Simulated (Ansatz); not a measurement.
C$_{4}$H$_{6}$O$_{2}$ (`C=COC(C)=O`), 12 atoms. Total charge 0; spin multiplicity 1. All runs use 4 threads of an Arm Neoverse V1 on a shared host. Correlated methods freeze the cores.

(1) How many basis functions does each run have, and how long does it take in Ansatz? RHF-CCSD(T)/def2-TZVPP energy; RKS PBE0-D4/def2-SVP energy; direct RPA on PBE orbitals/def2-TZVPP energy; RKS ωB97M-V/def2-SVP energy; RKS PBE0-D4/def2-QZVPP energy; RHF-CCSD(T)/def2-SVP energy; RHF-MP2/def2-QZVPP energy; RKS ωB97M-V/def2-QZVPP energy; RKS PBE0-D4/def2-TZVP frequencies; RKS CAM-B3LYP-D4/def2-TZVPP energy; RKS PBE0-D4/def2-TZVP relaxation (18 steps); RKS PBE-QIDH (frozen core)/def2-TZVPP energy. (An estimate is asked.)

## Answers

(1) Ansatz gave: Other jobs shared the machine, so times are rough.

```tsv
level	job	functions	wall time	peak host memory (GiB)
RKS PBE0-D4/def2-SVP	energy	114	1.2 s	0.24
RKS CAM-B3LYP-D4/def2-TZVPP	energy	270	3.9 s	0.71
RKS ωB97M-V/def2-SVP	energy	114	4.4 s	0.33
RKS PBE-QIDH (frozen core)/def2-TZVPP	energy	270	7 s	0.73
direct RPA on PBE orbitals/def2-TZVPP	energy	270	8 s	0.68
RHF-CCSD(T)/def2-SVP	energy	114	10 s	0.67
RKS PBE0-D4/def2-QZVPP	energy	522	13 s	1.7
RKS ωB97M-V/def2-QZVPP	energy	522	25 s	2.1
RHF-MP2/def2-QZVPP	energy	522	44 s	3.6
RKS PBE0-D4/def2-TZVP	relaxation (18 steps)	222	68 s	0.57
RKS PBE0-D4/def2-TZVP	frequencies	222	3.3 min	0.56
RHF-CCSD(T)/def2-TZVPP	energy	270	5.3 min	7.7
```
